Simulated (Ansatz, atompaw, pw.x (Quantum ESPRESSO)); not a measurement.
## Equation-of-state test of one PAW (atompaw) potential (technetium (Tc))

```json
{
  "Element": "technetium",
  "Generator": "atompaw 4.2.0.5",
  "Type": "PAW",
  "Functional": "PBEsol",
  "Relativity": "scalar-relativistic",
  "Frozen core": "[Ar] 3d10",
  "Valence charge": "15",
  "Reference configuration": "4s2 4p6 4d5 5s2 5p0",
  "Partial waves": "4s (bound): rc 1.60 bohr; 5s (bound): rc 2.05 bohr; 4p (bound): rc 1.70 bohr; 5p (bound, empty): rc 2.05 bohr; 4d (bound): rc 1.65 bohr; 4d channel at 0.9 Ry: rc 1.65 bohr",
  "Local potential": "bessel scheme, radius 1.65 bohr",
  "Core correction": "smooth core density matched at 1.95 bohr",
  "Augmentation charge": "sinc compensation charge, radius 1.70 bohr; PAW radius 2.05 bohr; waves and projectors: custom rrkj vanderbiltortho"
}
```

Crystal test: bcc Tc in pw.x 7.5, no spin, 15³ k-points, Fermi–Dirac smearing 0.01 Ry, cutoffs 85/850 Ry. The reference is all-electron LAPW (Ansatz 0.2.0) with the same functional, mesh and smearing; V0 and B0 come from Birch–Murnaghan fits to the pressures at five volumes. Errors are pseudo minus all-electron; Δ is the rms difference of the E(V) curves that follow from these fits, minima aligned, over ±6 % about the mean V0. Mesh and smearing are coarse, so the numbers serve the comparison and aren't converged zero-temperature values; the lattice is a test structure that the element need not adopt.

All-electron: a0 = 3.051 Å (V0 = 14.20 Å³/atom), B0 = 316.6 GPa.

**Question.** How far does the potential miss the all-electron equation of state?

**Answer.** mean pressure error (GPa): +2.59; a0 (Å): 3.059; a0 error (%): +0.27; B0 error (%): -0.2; Δ (meV/atom): 7.9.

```json
{"V (Å³/atom)": "13.494", "P all-electron (GPa)": "18.26", "P pseudo (GPa)": "21.43"}
{"V (Å³/atom)": "13.849", "P all-electron (GPa)": "8.52", "P pseudo (GPa)": "11.36"}
{"V (Å³/atom)": "14.204", "P all-electron (GPa)": "0.02", "P pseudo (GPa)": "2.58"}
{"V (Å³/atom)": "14.559", "P all-electron (GPa)": "-7.38", "P pseudo (GPa)": "-5.08"}
{"V (Å³/atom)": "14.914", "P all-electron (GPa)": "-13.82", "P pseudo (GPa)": "-11.74"}
```

**Question.** At the middle volume, how do free energy and pressure move when the wave cutoff is lowered (ecutrho held at 850 Ry)?

**Answer.**

```
cutoff (Ry)  shift of F (meV/atom)  shift of P (GPa)
         38                 +113.7             -4.47
         51                  +30.6             -0.76
         68                   +5.8             -0.32
```

The run at the middle volume (120 k-points, 11 iterations) took about 21 s on one core of a shared host (AMD EPYC 9R45 96-Core Processor, 96 threads, 376 GiB, load 39).
